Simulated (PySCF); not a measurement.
**Constants of BH⁺, step by step**

State: ²Σ⁺, doublet, unpaired electrons σ ↑. De refers to B⁺ + H. ROHF-based CCSD(T) in PySCF 2.14 with B aug-cc-pVTZ, H aug-cc-pVTZ and B aug-cc-pVQZ, H aug-cc-pVQZ (frozen core orbitals: 1; no relativity). Correlation energies are extrapolated as n⁻³ (n = 3, 4), Hartree–Fock as (n+1)·exp(−9√n). CV is the change on freezing 0 orbitals instead, in B cc-pwCVTZ, H cc-pVTZ. SR is the spin-free X2C energy in B cc-pVTZ-DK, H cc-pVTZ-DK less the non-relativistic one in B cc-pVTZ, H cc-pVTZ.

| Level | Re (Å) | ωe (cm⁻¹) | ωexe (cm⁻¹) | αe (cm⁻¹) | De (eV) |
| --- | --- | --- | --- | --- | --- |
| CCSD(T)/TZ | 1.2065 | 2513.0 | 65.2 | 0.472 | 2.088 |
| CCSD(T)/QZ | 1.2047 | 2525.0 | 65.0 | 0.468 | 2.121 |
| HF/CBS | 1.1803 | 2795.4 | 44.6 | 0.356 | 2.285 |
| MP2/CBS | 1.1890 | 2687.4 | 52.1 | 0.397 | 2.394 |
| CCSD/CBS | 1.2025 | 2546.2 | 63.4 | 0.459 | 2.115 |
| CCSD(T)/CBS | 1.2041 | 2530.3 | 64.7 | 0.466 | 2.139 |
| CCSD(T)/CBS+CV | 1.2019 | 2539.4 | 64.4 | 0.465 | 2.167 |
| CCSD(T)/CBS+CV+SR | 1.2019 | 2538.7 | 64.5 | 0.466 | 2.164 |

**Question.** How much is left between CCSD(T)/QZ and the basis-set limit, and how much do the triples give at the limit?

**Answer.** CCSD(T)/CBS less CCSD(T)/QZ: -0.6 mÅ in Re, +5.3 cm⁻¹ in ωe and +0.018 eV in De. CCSD(T)/CBS less CCSD/CBS: +1.6 mÅ in Re, -15.9 cm⁻¹ in ωe and +0.024 eV in De.

**Question.** What do the later terms add?

**Answer.** CV: -2.2 mÅ in Re, +9.1 cm⁻¹ in ωe and +0.028 eV in De; SR: +0.0 mÅ in Re, -0.7 cm⁻¹ in ωe and -0.003 eV in De, each against the row above.

The T1 diagnostic is 0.029. The state was picked by a PBE0 search and need not be the measured ground state. Spin–orbit coupling, excitations beyond (T) and corrections to the Born–Oppenheimer picture are left out.

The whole job (state search and all basis sets along the bond) took about 4.4 min on 4 threads of Intel Xeon 6975P-C (shared host), peak memory 13 GiB.
